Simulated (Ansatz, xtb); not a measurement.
System: thiooxirane, C2H4S (charge 0, singlet). 
Geometry from a B3LYP-D3(BJ)/def2-TZVP (Ansatz, a program for electronic structure) optimisation:
SMILES: C1SC1
```xyz
7

C      0.0060    -0.7464    -0.7914
S     -0.0041     0.0076     0.8672
C      0.0015     0.7325    -0.8043
H     -0.9035    -1.2637    -1.0683
H      0.9212    -1.2581    -1.0598
H      0.9136     1.2450    -1.0816
H     -0.9112     1.2394    -1.0901
```
Charge 0, spin multiplicity 1.

Harmonic wavenumbers from GFN2-xTB (xtb, at its own minimum), cm⁻¹: 694, 727, 814, 863, 924, 1022, 1036, 1130, 1184, 1408, 1442, 3054, 3061, 3062, 3079.

Give the harmonic wavenumbers at B3LYP-D3(BJ)/def2-TZVP (Ansatz, finite differences of forces, unscaled).

625, 669, 839, 900, 957, 1044, 1077, 1140, 1198, 1476, 1497, 3125, 3125, 3201, 3216 cm⁻¹. Zero-point energy 34.4 kcal/mol.

From these and the geometry, give the ideal-gas thermochemistry at 298.15 K and 1 atm (rigid rotor, harmonic oscillator).

Point group C2v, rotational symmetry number 2. Rotational constants 22.16, 10.73, 7.995 GHz. S(trans) 38.20, S(rot) 21.27, S(vib) 1.45, S(elec, spin only) 0.00, S 60.9 cal/(mol K). H(298) - H(0) 2.71 kcal/mol; G - E(el) 19.0 kcal/mol. Tabulated S at 1 bar: 61.0 cal/(mol K) (CRC Handbook, as tabulated in the package chemicals); it can hold hindered rotation or other conformers, which this model lacks.
